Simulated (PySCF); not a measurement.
Compound: difluoromethane, CH2F2.
SMILES: `FCF`

The closed-shell ground state was solved at several levels (PySCF, density fitting, gas phase, non-relativistic). Isolated species at its GFN2-xTB geometry, gas phase.

```tsv
level	basis functions	HOMO (eV)	LUMO (eV)	gap (eV)	dipole (D)
PBE0/pcSseg-1	61	-9.76	1.74	11.50	1.95
B3LYP/pcJ-1	101	-9.51	1.37	10.88	1.94
```

Estimate the row for B3LYP/def2-SVPD, a basis of 82 functions; the other rows only guide the guess.

HOMO -9.78 eV, LUMO 0.47 eV, gap 10.25 eV, dipole 1.93 D.

Over all these levels, which gives the widest orbital gap and which the narrowest?

PBE0/pcSseg-1 (global hybrid, 25 % exact exchange) has the widest, 11.50 eV, and B3LYP/def2-SVPD (global hybrid, 20 % exact exchange) the narrowest, 10.25 eV. Functional and basis both differ between the two, so the spread mixes both effects.

How far do the dipole and the HOMO energy spread over the levels?

The dipole runs from 1.93 to 1.95 D (mean 1.94 D) and the HOMO from -9.78 to -9.51 eV.

***

Species: C5H4F (charge +1).
SMILES: `C(=C)c1c([cH+]1)F`

Torsions of this conformer, `[CH2:1]=[CH:2][c:3]1[cH+:4][c:5]1[F:6]`: C1–C2–C3–C4 180°.

The closed-shell ground state was solved at several levels (PySCF, density fitting, gas phase, non-relativistic). Geometry: PBE0-D3(BJ)/def2-SVP, one conformer, isolated ion.

```
              level  basis functions  HOMO (eV)  LUMO (eV)  gap (eV)
      PBE0/pcSseg-1              122     -13.85      -7.82      6.03
     B3LYP/pcSseg-2              272     -13.57      -7.96      5.61
CAM-B3LYP/def2-SVPD              155     -15.08      -6.65      8.43
```

Problem. What might B3LYP/pcJ-1 (202 basis functions) give for the same quantities?

Solution. HOMO -13.61 eV, LUMO -8.01 eV, gap 5.60 eV.
